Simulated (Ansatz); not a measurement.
Harmonic frequencies (cm⁻¹) at PBE0-D4/def2-TZVP from Ansatz: 2240.

**Question.** Which molecule is it?
A. F₂
B. `[C-]#[O+]`
C. `N#N`
D. `[N]=O`•

**Answer.** B.
